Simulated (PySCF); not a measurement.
Two species compared at the same levels of theory.

First species: C4H6F2OS2.
Bonds: F1–C2, C2–F3, C2–O4, O4–C5, C5–S6, S6–C7, C7–C8, C8–S9, C5–S9. Hydrogens: H10 on C2; H11 on C5; H12, H13 on C7; H14, H15 on C8.

Second species: PF₃.
Cartesian coordinates in Å at the PBE0-D3(BJ)/def2-SVP level; atoms count from 1:
```
atom  x, y, z in Å
F1    -0.8266   -1.0649   -0.3780
P2     0.0177   -0.1071    0.5791
F3     1.3789   -0.1382   -0.2532
F4    -0.5321    1.2822    0.0171
```

Levels: CAM-B3LYP/def2-SVPD for HOMO energy, LUMO energy, HOMO–LUMO gap and static isotropic polarisability; TDDFT CAM-B3LYP/def2-SVPD for lowest singlet excitation. Geometries: PBE0-D3(BJ)/def2-SVP. Each species is one conformer at its optimised geometry, gas phase, non-relativistic unless stated. Electronic properties by PySCF.

| property | column X | column Y |
| --- | --- | --- |
| HOMO energy | -8.29 eV | -11.04 eV |
| LUMO energy | 0.51 eV | 0.50 eV |
| HOMO–LUMO gap | 8.80 eV | 11.54 eV |
| lowest singlet excitation | 5.09 eV | 8.09 eV |
| static isotropic polarisability | 90.9 au | 25.9 au |

Q: Which column belongs to which species?

A: Column X is the first species and column Y the second. The first has 15 atoms and 88 electrons, the second 4 and 42.

Q: How does each property change from the first species to the second?

A: HOMO energy -2.75 eV; LUMO energy -0.01 eV; HOMO–LUMO gap +2.74 eV; lowest singlet excitation +3.00 eV; static isotropic polarisability -65.0 au.

On the first: The 6 singlets span 5.09 to 6.93 eV, and their oscillator strengths add up to 0.06. The principal polarisabilities are 79.1, 92.0 and 101.8 au; their mean is the isotropic value.

On the second: The 10 singlets span 8.09 to 11.09 eV, and their oscillator strengths add up to 0.79. S1 lies 3.45 eV below the HOMO–LUMO gap.
